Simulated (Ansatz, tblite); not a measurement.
# SiEtH3 (C₂H₈Si): which spin state is lowest

Aim: set other spin states of SiEtH3 (C₂H₈Si) against its singlet, on many levels of theory.

Program: Ansatz 0.2.0, Gaussian basis. Level of theory: as each input shows. These are calculated values, not measurements.

The runs, in order: triplet, at the geometry of the singlet (GFN1-xTB, PBE0-D4/def2-TZVP, PBE-D4/def2-TZVP, r2SCAN-D4/def2-TZVP); the singlet's energies come from earlier runs.

1 further run of the same task is left out (it didn't finish).

### 1 The geometry

The geometry is that of the singlet, from an earlier relaxation (r2SCAN-D4/def2-TZVP).

11 atoms, charge 0, spin multiplicity 1.

Bond lengths: Si1–C2 1.877 Å, Si1–H9 1.489 Å, Si1–H10 1.489 Å, Si1–H11 1.488 Å, C2–C3 1.532 Å, C2–H4 1.096 Å, C2–H5 1.096 Å, C3–H6 1.093 Å, C3–H7 1.093 Å, C3–H8 1.093 Å. Angles: C2–Si1–H9 110.2°, C2–Si1–H10 110.3°, C2–Si1–H11 111.2°, H9–Si1–H10 108.0°, H9–Si1–H11 108.5°, H10–Si1–H11 108.5°, Si1–C2–C3 113.2°, Si1–C2–H4 108.4°, Si1–C2–H5 108.3°, C3–C2–H4 110.3°, C3–C2–H5 110.4°, H4–C2–H5 106.0°, C2–C3–H6 111.6°, C2–C3–H7 111.2°, C2–C3–H8 111.4°, H6–C3–H7 107.6°, H6–C3–H8 107.5°, H7–C3–H8 107.4°.

### 2 Triplet at the fixed geometry, GFN1-xTB

Tight binding, by tblite at 300 K electronic temperature and without a spin-polarisation term:

```python
tblite.interface.Calculator('GFN1-xTB', numbers, positions, charge=0, uhf=2).singlepoint()
```

Energy -275.9346 eV; 0.014 s.

### 3 Triplet at the fixed geometry, PBE0-D4/def2-TZVP

in.yaml

```yaml
crystal:
  periodic: [false, false, false]
  atoms:
    - {symbol: Si, position_ang: [-0.310888, -0.427291, -1.370712]}
    - {symbol: C, position_ang: [-0.284417, -0.419253, 0.506466]}
    - {symbol: C, position_ang: [0.524862, 0.741128, 1.094372]}
    - {symbol: H, position_ang: [0.119992, -1.377800, 0.850447]}
    - {symbol: H, position_ang: [-1.319376, -0.382343, 0.864861]}
    - {symbol: H, position_ang: [0.514845, 0.725230, 2.187452]}
    - {symbol: H, position_ang: [1.569001, 0.698395, 0.773506]}
    - {symbol: H, position_ang: [0.125000, 1.707437, 0.775505]}
    - {symbol: H, position_ang: [1.078077, -0.469531, -1.904362]}
    - {symbol: H, position_ang: [-0.962660, 0.808831, -1.883417]}
    - {symbol: H, position_ang: [-1.054427, -1.604804, -1.894118]}
basis:
  gaussian: {orbitals: def2-TZVP}
magnetization: {spin_polarized: true, initial_magnetization: 2}
hamiltonian: {xc: pbe0, dispersion: d4}
scf: {omitted_lower_state_checks: [starts]}
output: {orbitals: {seedname: orbitals}}
```

Launch:

```bash
$ ansatz run in.yaml --threads 4 --pin off --events-out ev --progress --plain --max-ram 3916MiB
```

Log:

```text
Functional definition: PBE0
  name "PBE0"
  cite "Adamo & Barone, J. Chem. Phys. 110, 6158 (1999) doi:10.1063/1.478522"
  cite "Perdew, Burke & Ernzerhof, Phys. Rev. Lett. 77, 3865 (1996) doi:10.1103/PhysRevLett.77.3865"
  parent pbe
  parameter a = 0.25
  parameter kappa = 0.804
  parameter beta = 0.06672455060314922
  exchange = (1 - a)*pbe_x(kappa = kappa, mu = beta*pi^2/3) + a*exact_x
  correlation = pbe_c(beta = beta)
these checks for a lower state are left out or cut short: starts
980 factors; their error is unknown
mean field evaluation 1: about -10059.3231 eV, gradient 4.3e1 eV
mean field evaluation 2: about -10035.3129 eV, gradient 7.2e1 eV
mean field evaluation 4: about -10067.6845 eV, gradient 1.4e1 eV
mean field evaluation 8: about -10069.3761 eV, gradient 1.7e0 eV
mean field evaluation 16: about -10069.5007 eV, gradient 8.8e-2 eV
mean field evaluation 32: about -10069.5224 eV, gradient 6.6e-5 eV
mean field -10069.52242529 eV, -370.0481237621 hartree, gradient 2.2e-5 eV, S^2 2.003983; 0 other end points of the search recorded, 0 dependent functions left out
reference -10069.52246455 eV, -370.0481252047 hartree; 18, 16 occupied and 129, 131 virtual orbitals, 980 factors
Total energy: -10069.67017384 eV, -370.0535534210 hartree
Checks for a lower state left out: starts
```

Run time: 6 s. Hardware: 4 threads of Intel Xeon at 2.50GHz, shared host.

From the report: HOMO -1.56 eV, LUMO -7.19 eV (over both spins; with the spin held, an empty level of the minority spin lies below the top filled one); ⟨S²⟩ 2.004 (pure: 2.00).

### 4 Triplet at the fixed geometry, PBE-D4/def2-TZVP

start.molden holds the orbitals of an earlier run on this state, given as this run's starting guess.

Changes to in.yaml since step 3:

```diff
@@ -15,5 +15,5 @@
 basis:
-  gaussian: {orbitals: def2-TZVP}
+  gaussian: {orbitals: def2-TZVP, initial_orbitals: start.molden}
 magnetization: {spin_polarized: true, initial_magnetization: 2}
-hamiltonian: {xc: pbe0, dispersion: d4}
+hamiltonian: {xc: pbe, dispersion: d4}
 scf: {omitted_lower_state_checks: [starts]}
```

Launched as before.

Log:

```text
Functional definition: PBE
  name "PBE"
  cite "Perdew, Burke & Ernzerhof, Phys. Rev. Lett. 77, 3865 (1996) doi:10.1103/PhysRevLett.77.3865"
  parent pbe
  parameter kappa = 0.804
  parameter beta = 0.06672455060314922
  exchange = pbe_x(kappa = kappa, mu = beta*pi^2/3)
  correlation = pbe_c(beta = beta)
these checks for a lower state are left out or cut short: starts
964 factors; their error is unknown
mean field evaluation 1: about -10068.4387 eV, gradient 5.9e0 eV
mean field evaluation 2: about -10068.5349 eV, gradient 1.9e-1 eV
mean field evaluation 4: about -10068.5098 eV, gradient 1.4e-2 eV
mean field evaluation 8: about -10068.5099 eV, gradient 1.7e-5 eV
mean field -10068.50985307 eV, -370.0109124192 hartree, gradient 1.7e-5 eV, S^2 2.002568; 0 other end points of the search recorded, 0 dependent functions left out
reference -10068.50990514 eV, -370.0109143326 hartree; 18, 16 occupied and 129, 131 virtual orbitals, 964 factors
Total energy: -10068.68669883 eV, -370.0174113810 hartree
Checks for a lower state left out: starts
```

Wall time 3.5 s (4 threads of Intel Xeon at 2.50GHz, shared host).

HOMO -1.07 eV, LUMO -8.09 eV (over both spins; with the spin held, an empty level of the minority spin lies below the top filled one); ⟨S²⟩ 2.003 (pure: 2.00).

### 5 Triplet at the fixed geometry, r2SCAN-D4/def2-TZVP

Changes to in.yaml since step 4:

```diff
@@ -17,3 +17,3 @@
 magnetization: {spin_polarized: true, initial_magnetization: 2}
-hamiltonian: {xc: pbe, dispersion: d4}
+hamiltonian: {xc: r2scan, dispersion: d4}
 scf: {omitted_lower_state_checks: [starts]}
```

Launched as before.

Log:

```text
Functional definition: r2SCAN
  name "r2SCAN"
  cite "Furness, Kaplan, Ning, Perdew & Sun, J. Phys. Chem. Lett. 11, 8208 (2020) doi:10.1021/acs.jpclett.0c02405"
  cite "Furness, Kaplan, Ning, Perdew & Sun, J. Phys. Chem. Lett. 11, 9248 (2020) doi:10.1021/acs.jpclett.0c03077"
  parent r2scan
  parameter k0 = 0.174
  parameter k1 = 0.065
  parameter a1 = 4.9479
  exchange = r2scan_x(k0 = k0, k1 = k1, a1 = a1)
  correlation = r2scan_c
these checks for a lower state are left out or cut short: starts
964 factors; their error is unknown
mean field evaluation 1: about -10073.5816 eV, gradient 3.8e0 eV
mean field evaluation 2: about -10073.6189 eV, gradient 5.2e-2 eV
mean field evaluation 4: about -10073.5950 eV, gradient 1.5e-3 eV
mean field evaluation 8: about -10073.5950 eV, gradient 1.6e-5 eV
mean field -10073.59501955 eV, -370.1977888405 hartree, gradient 1.6e-5 eV, S^2 2.005945; 0 other end points of the search recorded, 0 dependent functions left out
reference -10073.59503714 eV, -370.1977894868 hartree; 18, 16 occupied and 129, 131 virtual orbitals, 964 factors
Total energy: -10073.63846823 eV, -370.1993855501 hartree
Checks for a lower state left out: starts
```

Run time: 6 s. Hardware: 4 threads of Intel Xeon at 2.50GHz, shared host.

Report: HOMO -1.13 eV, LUMO -7.88 eV (over both spins; with the spin held, an empty level of the minority spin lies below the top filled one); ⟨S²⟩ 2.006 (pure: 2.00).

### 6 Triplet less singlet, vertical

The singlet's energies are those of its earlier runs, whose logs aren't repeated here.

| level | triplet less singlet, vertical (eV) | time |
| --- | --- | --- |
| GFN1-xTB | +6.939 | 0.028 s |
| PBE-D4/def2-TZVP | +7.133 | 5.8 s |
| r2SCAN-D4/def2-TZVP | +7.366 | 9 s |
| PBE0-D4/def2-TZVP | +7.511 | 8.3 s |

Times add the two runs; a level without a time comes out of a correlated run. Tight binding without a spin term can't rank spin states.

### 7 Outcome

| quantity | value |
| --- | --- |
| triplet less singlet, vertical, functionals in def2-TZVP | +7.133 (PBE-D4) to +7.511 eV (PBE0-D4) |

In words: All functionals put the triplet above the singlet, over a spread of 0.377 eV. The checks for a lower triplet were left out, so another state of that spin may lie lower. These are electronic energies, without zero-point motion, entropy or surroundings.
